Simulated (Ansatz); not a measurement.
Cost against result

Saddle point of SiH5ClO, singlet (SiH₃Cl ([SiH3][Cl]) + H₂O → SiH₃ClO ([OH][SiH2][Cl]) + H₂; bonds formed: Si1–O7, H2–H6; bonds broken: Si1–H2, H6–O7), PBE0-D4/def2-TZVP structure:

| atom | x (Å) | y (Å) | z (Å) |
| --- | --- | --- | --- |
| Si1 | -0.4621 | -0.2757 | -0.2659 |
| H2 | 1.0975 | -0.0267 | -0.9310 |
| H3 | -0.4297 | -1.7126 | -0.6106 |
| H4 | -1.6173 | -0.0931 | 0.6601 |
| Cl5 | -1.1614 | 0.9670 | -1.7845 |
| H6 | 1.2990 | 0.2089 | 0.1290 |
| O7 | 0.7234 | 0.0864 | 1.1167 |
| H8 | 0.5506 | 0.8458 | 1.6863 |

Barriers are electronic and count from the start structure reached by relaxing down the imaginary mode.

Program: Ansatz 0.2.0. Basis: as named in each row. Cores are frozen in the correlated methods. B3LYP uses VWN-RPA correlation. Extrapolation: Hartree–Fock as exp(−7.88 √X), correlation as X^−2.97.

Times are rough, for one single point on 2 threads of a shared host (Arm Neoverse V1).

The estimate by CCSD(T) at an estimated basis limit (MP2 extrapolated from triple and quadruple zeta, plus CCSD(T) − MP2 in triple zeta) is 173.4 kJ/mol.

```
      method       basis  time (s)  barrier (kJ/mol)  method less estimate
       SPW92  def2-TZVPP         1             106.8                 -66.5
      PBE-D4  def2-TZVPP         2             138.7                 -34.7
     BLYP-D4  def2-TZVPP         2             156.3                 -17.1
    BHLYP-D4  def2-TZVPP         2             185.3                  12.0
     PBE0-D4  def2-TZVPP         3             154.5                 -18.9
    B3LYP-D4  def2-TZVPP         3             166.8                  -6.6
CAM-B3LYP-D4  def2-TZVPP         3             168.1                  -5.2
   r2SCAN-D4  def2-TZVPP         4             148.5                 -24.9
  RPA on PBE  def2-TZVPP         4             176.7                   3.3
      B2PLYP  def2-TZVPP         5             171.7                  -1.6
  r2SCAN0-D4  def2-TZVPP         5             159.9                 -13.5
    PBE-QIDH  def2-TZVPP         5             166.3                  -7.1
     wB97X-V  def2-TZVPP         8             169.2                  -4.2
      B97M-V  def2-TZVPP         8             159.4                 -14.0
     wB97M-V  def2-TZVPP         8             165.5                  -7.8
         MP2  def2-QZVPP        14             167.2                  -6.1
     CCSD(T)  def2-TZVPP        39             175.8                   2.5
```

All methods are single points on the PBE0-D4 structures.

The T1 diagnostic stays at or below 0.011.

Labels in which every atom is bracketed show which atoms are joined, not bond orders.
